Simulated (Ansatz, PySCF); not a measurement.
Gas-phase enthalpy of formation at 298 K, by the atomisation route, of C=CC#N (SMILES; C3H3N). Structures are relaxed separately at B3LYP-D3(BJ)/def2-TZVP in Ansatz (a first-principles code). Valence correlation only, unless marked. UHF or UKS for open shells. Spin-orbit coupling is left out. No relativistic terms. CBS marks a two-point X^-3 extrapolation of the correlation energy; Hartree-Fock from the larger set. Unstable Hartree-Fock reference: C=CC#N. Thermal terms are rigid-rotor harmonic-oscillator values from B3LYP-D3(BJ) frequencies (PySCF) at 298.15 K and 1 atm. 1 Eh = 627.5095 kcal/mol.

```json
[
 {"species": "C=CC#N", "count": "1", "E, CCSD(T)/CBS(cc-pVTZ,cc-pVQZ) (Ansatz) (Eh)": "-170.60777", "E, PBE/def2-TZVPD (Ansatz) (Eh)": "-170.67907", "measured ΔHf at 0 K (kcal/mol)": "-", "H(298) - H(0) of the element (kcal/mol)": "-"},
 {"species": "C atom", "count": "3", "E, CCSD(T)/CBS(cc-pVTZ,cc-pVQZ) (Ansatz) (Eh)": "-37.78949", "E, PBE/def2-TZVPD (Ansatz) (Eh)": "-37.79605", "measured ΔHf at 0 K (kcal/mol)": "169.98", "H(298) - H(0) of the element (kcal/mol)": "0.25"},
 {"species": "H atom", "count": "3", "E, CCSD(T)/CBS(cc-pVTZ,cc-pVQZ) (Ansatz) (Eh)": "-0.49995", "E, PBE/def2-TZVPD (Ansatz) (Eh)": "-0.49962", "measured ΔHf at 0 K (kcal/mol)": "51.63", "H(298) - H(0) of the element (kcal/mol)": "1.01"},
 {"species": "N atom", "count": "1", "E, CCSD(T)/CBS(cc-pVTZ,cc-pVQZ) (Ansatz) (Eh)": "-54.52999", "E, PBE/def2-TZVPD (Ansatz) (Eh)": "-54.53224", "measured ΔHf at 0 K (kcal/mol)": "112.53", "H(298) - H(0) of the element (kcal/mol)": "1.04"}
]
```

Molecule: zero-point energy 31.83, H(298) - H(0) 3.19 kcal/mol. The route leaves out scalar relativity and anharmonic zero-point terms, the atoms' spin-orbit terms, and in the frozen-core level the core correlation. Atomic data: G2/97 table in ASE.

### Question
Work out De, D0 and ΔHf at 0 and 298 K at both levels, and their errors against the measured value.

### Answer

The atoms' values sum to 777.36 (0 K) and 4.82 (thermal), in kcal/mol.
- CCSD(T)/CBS(cc-pVTZ,cc-pVQZ): De = 758.95; D0 = 758.95 - 31.83 = 727.12; ΔHf(0 K) = 777.36 - 727.12 = 50.24; ΔHf(298 K) = 50.24 + 3.19 - 4.82 = 48.61; error +5.4.
- PBE/def2-TZVPD: De = 790.55; D0 = 790.55 - 31.83 = 758.72; ΔHf(0 K) = 777.36 - 758.72 = 18.64; ΔHf(298 K) = 18.64 + 3.19 - 4.82 = 17.01; error -26.2.
Measured: 43.2 kcal/mol (G2/97 table in ASE (Curtiss et al.)). This is an older compilation, not checked against later work.
